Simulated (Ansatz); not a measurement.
Ansatz input

```yaml
crystal:
  lattice:
    - [12.0, 0.0, 0.0]
    - [0.0, 12.3, 0.0]
    - [0.0, 0.0, 12.6]
  atoms:
    - { symbol: O, position: [0.5, 0.5, 0.452099013], spin: 0.542 }
    - { symbol: O, position: [0.5, 0.5, 0.547900987], spin: 0.542 }
hamiltonian:
  xc: mr2scan
  pseudopotentials:
    kind: paw
    azcp:
      O: "pseudopotentials/O.paw.azcp"
basis:
  ecutwfc: 500
  fft_grid_basis: typed
kpoints:
  mp_grid: { grid: [1, 1, 1], shift: [0, 0, 0] }
magnetization:
  spin_polarized: true
scf:
  occupations: { method: fermi_dirac, width: 0.01 }
```

Terminal output

```
Engine: ansatz 0.2.0, x86_64-unknown-linux-gnu
Pseudopotentials: kind: paw
Pseudopotential: O, paw, valence charge 6, recommended cutoff 500 eV (meta_gga) 
Functional definition: m-r2SCAN
  exchange = m_r2scan_x
  correlation = m_r2scan_c
Crystal: 2 atoms, lattice volume = 1859.760 Å³
Basis set: ecut = 500 eV, 47207 PW (Γ), exchange–correlation on 360×360×384 points (64 copies of the dense FFT grid, shifted against one another)
Bands: 11, of which v1, the nominal top of the filled ones, is band 6 counted from 1 (5 counted from 0)
Symmetry: 8 space group operations
Space group: Pmmm (ITA 47), of the structure as read, at distance tolerance 1.2e-4 Å
Magnetic group: BNS 47.249 (UNI 347), of the structure as read, at distance tolerance 1.2e-4 Å
k-points: 1
Non-local potential: O, projectors of the file, l = 0: 2, l = 1: 2, l = 2: 1
PAW form: soft (Blöchl's): semilocal exchange-correlation on the pseudo side does not see the compensation charge
PAW frozen core: O, regenerated for the run's functional (the file was generated under x = pbe(κ = 0.804, μ = 0.2195149727645171), c = pbe(β = 0.06672455060314922))
PAW one-centre angular grid: O, 302 points (default); XC on 160 Gauss nodes
Initial density: superposition of atomic densities (neutral atoms: chi_scale 0, normalization atom)
Starting moments: Σ|m| = 1.084 μB on 2 of 2 sites
Initial wavefunctions: pseudopotential atomic-orbital guess
Functional: x = mr2scan, c = mr2scan; τ floored in thin density (d = 2e-4 eV/Å³)
SCF iter   1: F=—  HF=-1130.797744 eV  |F-HF|=—  |Δ(HF+E_count)|=         —  Δρ=1.08e-2 (↑1.08e-2 ↓6.51e-3)  dr2=5.42e-1  dr2_τ=1.26e-1  dr2_m=1.02e0  M=2.000 μB ∫|m|=2.009 μB  β_m=1.00  ethr=3.10e-3  ⟨swp⟩=7.5  Hψ=162  notcnv=0
spin=Collinear: Resta preconditioning applied to the charge; magnetization (m = ρ↑ − ρ↓) channel mixes plain (no charge-response kernel on spin).
SCF iter   2: F=—  HF=-1130.843199 eV  |F-HF|=—  |Δ(HF+E_count)|=   4.55e-2  Δρ=3.27e-3 (↑3.27e-3 ↓2.42e-3)  dr2=1.81e-1  dr2_τ=4.64e-3  dr2_m=1.54e-2  M=2.000 μB ∫|m|=2.022 μB  β_m=1.00  ethr=3.10e-3  ⟨swp⟩=2.0  Hψ=58  notcnv=0  defer=1  κ⁻¹=1.0e0(r=1)
SCF iter   3: F=—  HF=-1130.908590 eV  |F-HF|=—  |Δ(HF+E_count)|=   6.54e-2  Δρ=6.93e-4 (↑6.93e-4 ↓6.43e-4)  dr2=5.48e-3  dr2_τ=4.67e-4  dr2_m=4.09e-4  M=2.000 μB ∫|m|=2.025 μB  β_m=1.00  ethr=1.51e-3  ⟨swp⟩=2.5  Hψ=41  notcnv=0  defer=1  κ⁻¹=4.4e-3(r=2)
SCF iter   4: F=—  HF=-1130.979653 eV  |F-HF|=—  |Δ(HF+E_count)|=   7.11e-2  Δρ=2.42e-4 (↑2.42e-4 ↓2.16e-4)  dr2=8.81e-4  dr2_τ=2.78e-5  dr2_m=2.58e-5  M=2.000 μB ∫|m|=2.025 μB  β_m=1.00  ethr=4.56e-5  ⟨swp⟩=3.5  Hψ=64  notcnv=0  defer=1  κ⁻¹=9.5e-4(r=3)
SCF iter   5: F=—  HF=-1131.016919 eV  |F-HF|=—  |Δ(HF+E_count)|=   3.73e-2  Δρ=4.81e-5 (↑4.81e-5 ↓1.73e-5)  dr2=3.15e-5  dr2_τ=2.86e-6  dr2_m=6.78e-6  M=2.000 μB ∫|m|=2.026 μB  β_m=1.20  ethr=7.34e-6  ⟨swp⟩=3.5  Hψ=57  notcnv=0  defer=1
Mixer restart at iter 5: flushing history
spin-set hold released at iteration 5 (site moments contracting): the magnetisation degrees of freedom join the quasi-Newton model from the next iteration; the mixer history was flushed
SCF iter   6: F=—  HF=-1131.035985 eV  |F-HF|=—  |Δ(HF+E_count)|=   1.91e-2  Δρ=3.02e-5 (↑3.02e-5 ↓1.95e-5)  dr2=1.89e-5  dr2_τ=1.56e-6  dr2_m=1.02e-6  M=2.000 μB ∫|m|=2.026 μB  β_m=1.20  ethr=2.63e-7  ⟨swp⟩=3.0  Hψ=52  notcnv=0  defer=1  κ⁻¹=1.0e0(r=1)
SCF iter   7: F=—  HF=-1131.052726 eV  |F-HF|=—  |Δ(HF+E_count)|=   1.67e-2  Δρ=1.59e-5 (↑1.59e-5 ↓1.16e-5)  dr2=4.21e-6  dr2_τ=3.85e-7  dr2_m=2.96e-7  M=2.000 μB ∫|m|=2.026 μB  β_m=1.20  ethr=1.58e-7  ⟨swp⟩=3.0  Hψ=60  notcnv=0  defer=1  κ⁻¹=2.0e-1(r=2)
SCF iter   8: F=—  HF=-1131.055948 eV  |F-HF|=—  |Δ(HF+E_count)|=   3.22e-3  Δρ=6.57e-6 (↑5.20e-6 ↓6.57e-6)  dr2=4.50e-7  dr2_τ=5.82e-8  dr2_m=2.05e-8  M=2.000 μB ∫|m|=2.026 μB  β_m=1.20  ethr=3.51e-8  ⟨swp⟩=3.0  Hψ=63  notcnv=0  defer=1  κ⁻¹=3.0e-2(r=3)
SCF iter   9: F=—  HF=-1131.055869 eV  |F-HF|=—  |Δ(HF+E_count)|=   7.90e-5  Δρ=4.17e-6 (↑4.17e-6 ↓2.54e-6)  dr2=9.99e-8  dr2_τ=2.09e-8  dr2_m=2.00e-8  M=2.000 μB ∫|m|=2.026 μB  β_m=1.20  ethr=8.33e-10  ⟨swp⟩=4.0  Hψ=56  notcnv=0  κ⁻¹=5.0e-3(r=4)
SCF iter  10: F=—  HF=-1131.055943 eV  |F-HF|=—  |Δ(HF+E_count)|=   7.34e-5  Δρ=1.29e-6 (↑1.29e-6 ↓1.18e-6)  dr2=1.32e-8  dr2_τ=2.94e-9  dr2_m=2.47e-10  M=2.000 μB ∫|m|=2.026 μB  β_m=1.20  ethr=8.32e-10  ⟨swp⟩=4.0  Hψ=56  notcnv=0  κ⁻¹=1.1e-3(r=5)
SCF iter  11: F=—  HF=-1131.055948 eV  |F-HF|=—  |Δ(HF+E_count)|=   5.52e-6  Δρ=3.39e-7 (↑3.39e-7 ↓3.36e-7)  dr2=1.67e-9  dr2_τ=2.32e-10  dr2_m=1.98e-11  M=2.000 μB ∫|m|=2.026 μB  β_m=1.20  ethr=1.10e-10  ⟨swp⟩=3.5  Hψ=55  notcnv=0  κ⁻¹=1.2e-4(r=6)
SCF iter  12: F=-1131.055949 eV  HF=-1131.055948 eV  |F-HF|=1.18e-7  |Δ(HF+E_count)|=   1.51e-7  Δρ=7.68e-8 (↑6.05e-8 ↓7.68e-8)  dr2=1.16e-10  dr2_τ=8.93e-12  dr2_m=1.53e-11  M=2.000 μB ∫|m|=2.026 μB  ethr=1.39e-11  ⟨swp⟩=4.0  Hψ=56  notcnv=0
SCF 1 converged in 12 iterations: F = -1131.055949 eV  dr2 = 1.16e-10
```

The run was cut off at its time limit.
